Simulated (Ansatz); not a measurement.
# PH− (quartet): from Hartree-Fock to the top rungs at distance P1–H2 = 4.278 Å, 6-31++G**

Aim: climb from Hartree-Fock through coupled cluster and multireference methods for PH− (quartet) at one geometry and basis, and see what each rung misses.

The runs use Ansatz 0.2.0, Gaussian basis; 6-31++G**, core rule «outside noble gas», up to 5 orbitals frozen.

The runs, in order: UHF; CCSD(T) on ROHF; CCSD(T) on UHF; BCCD(T) on ROHF; CISD; CCSDT(Q) on ROHF; CCSDT(Q) on UHF; CASSCF and MRCISD+Q, 7 electrons in 5 orbitals; CASSCF and NEVPT2, 7 electrons in 5 orbitals; Full CI.

15 further runs of the same task are left out: 14 that didn't finish, 1 set aside as unsound or not needed.

## (1) The system

The geometry derives from a PBE0/def2-TZVPD stationary point (not a proven minimum). One bond is set to the value named and the two fragments are kept rigid.

2 atoms, charge -1, spin multiplicity 4.

Atoms are counted from 1 here; the program's logs count them from 0.

No contacts short enough for the rule that draws bonds.

## (2) UHF

in.yaml

```yaml
crystal:
  periodic: [false, false, false]
  atoms:
    - {symbol: P, position_ang: [0.000000, 0.000000, 0.000000]}
    - {symbol: H, position_ang: [0.000000, 0.000000, 4.278000]}
basis:
  gaussian: {orbitals: "6-31++G**"}
total_charge: -1
magnetization: {spin_polarized: true, initial_magnetization: 3}
hamiltonian: {xc: hf}
output: {orbitals: {seedname: orbitals}}
```

Launch:

```console
> ansatz run in.yaml --threads 1 --pin off --events-out ev --progress --plain --max-ram 2393MiB
```

Further steps of the session: CCSD(T) on ROHF; CCSD(T) on UHF; BCCD(T) on ROHF; CISD; CCSDT(Q) on ROHF; CCSDT(Q) on UHF; CASSCF and MRCISD+Q, 7 electrons in 5 orbitals; CASSCF and NEVPT2, 7 electrons in 5 orbitals; Full CI.

Before running them: what should the planned runs give, taken together? Wanted: FCI below the RHF energy; RMP2 from FCI; UMP2 from FCI; RCCSD from FCI; RCCSD(T) from FCI; UCCSD(T) from FCI; RCCSDT(Q) from FCI; UCCSDT(Q) from FCI; T1 diagnostic.

The runs gave:

| quantity | value |
| --- | --- |
| FCI below the RHF energy | -2.8108 eV |
| RMP2 from FCI | +75.3 kJ/mol |
| UMP2 from FCI | +79.5 kJ/mol |
| RCCSD from FCI | +6.8 kJ/mol |
| RCCSD(T) from FCI | +2.4 kJ/mol |
| UCCSD(T) from FCI | +1.8 kJ/mol |
| RCCSDT(Q) from FCI | 0.0 kJ/mol |
| UCCSDT(Q) from FCI | -0.1 kJ/mol |
| levels within 1 kcal/mol (43 meV) | RCCSD(T), UCCSD(T), BCCD(T), RCCSDT, UCCSDT, RCCSDT(Q), UCCSDT(Q) |
| T1 diagnostic | 0.060 |
| effectively unpaired electrons | 3.09 |

RCCSD(T) lands +2.4 kJ/mol from the yardstick (0.9 % of the correlation energy). The occupations are near whole numbers, but T1 = 0.060 shows that the orbitals relax strongly. These misses are within one basis, not against nature; the frozen cores of restricted and unrestricted runs differ, which can shift their rows.
